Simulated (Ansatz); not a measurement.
in.yaml

```yaml
crystal:
  periodic: [false, false, false]
  atoms:
    - {symbol: Si, position_ang: [0.000000, 0.000000, 0.000000]}
    - {symbol: H, position_ang: [-0.011525, 1.085107, 1.077576]}
    - {symbol: H, position_ang: [-0.016497, -1.077632, 1.084987]}
    - {symbol: H, position_ang: [0.016497, 1.077632, -1.084987]}
    - {symbol: H, position_ang: [0.011525, -1.085107, -1.077576]}
basis:
  gaussian: {orbitals: 6-31G}
magnetization: {spin_polarized: false, initial_magnetization: 4}
correlation: {method: ccsdtq, electrons: outside_noble_gas}
```

```sh
$ ansatz run in.yaml --threads 1 --pin off --events-out ev --progress --plain --max-ram 2393MiB
```

(1) Roughly how long does this take on 1 thread of Arm Neoverse V2, shared host, and how much host memory?

```
459 factors; integrals over basis functions are off by at most 2.9e-8 eV
mean field evaluation 1: about -7910.0948 eV, gradient 9.6e0 eV
mean field evaluation 2: about -7910.1008 eV, gradient 9.6e0 eV
mean field evaluation 4: about -7911.1302 eV, gradient 7.2e-1 eV
mean field evaluation 8: about -7911.1368 eV, gradient 4.2e-6 eV
mean field evaluation 16: about -7911.1270 eV, gradient 1.9e-2 eV
mean field evaluation 32: about -7911.1368 eV, gradient 5.9e-6 eV
mean field -7911.13682782 eV, -290.7289160611 hartree, gradient 2.9e-6 eV, S^2 6.000000; 3 other end points of the search recorded, 0 dependent functions left out
mean field evaluation 64: about -7911.2691 eV, gradient 8.9e-1 eV
5 core orbitals not correlated: weight in the atoms' cores, before any rotation towards them, 1.000 or more for the frozen orbitals, at most 0.000 for the correlated occupied ones
reference -7911.13682782 eV, -290.7289160611 hartree; 6, 2 occupied and 10, 14 virtual orbitals, 459 factors
second order -1.12634577 eV of doubles, -0.09995277 eV of singles
cycle   1  -1.55310940 eV  change   -3.2e-1 eV  update   6.1e-2
cycle   2  -1.79867004 eV  change   -2.5e-1 eV  update   3.4e-2
cycle   3  -1.83420954 eV  change   -3.6e-2 eV  update   1.3e-2
cycle   4  -1.84213142 eV  change   -7.9e-3 eV  update   3.6e-3
cycle   5  -1.84293553 eV  change   -8.0e-4 eV  update   1.4e-3
cycle   6  -1.84328764 eV  change   -3.5e-4 eV  update   4.2e-4
cycle   7  -1.84366688 eV  change   -3.8e-4 eV  update   1.4e-4
cycle   8  -1.84365792 eV  change    9.0e-6 eV  update   5.8e-5
cycle   9  -1.84361592 eV  change    4.2e-5 eV  update   1.9e-5
cycle  10  -1.84362763 eV  change   -1.2e-5 eV  update   6.3e-6
cycle  11  -1.84362543 eV  change    2.2e-6 eV  update   2.5e-6
cycle  12  -1.84362373 eV  change    1.7e-6 eV  update   1.1e-6
cycle  13  -1.84362302 eV  change    7.2e-7 eV  update   3.1e-7
Total energy: -7912.98045083 eV, -290.7966679574 hartree
```

For the same geometry and basis full CI lies 0.1 meV higher.

## Answers

(1) 9.5 s wall and 0.18 GiB.
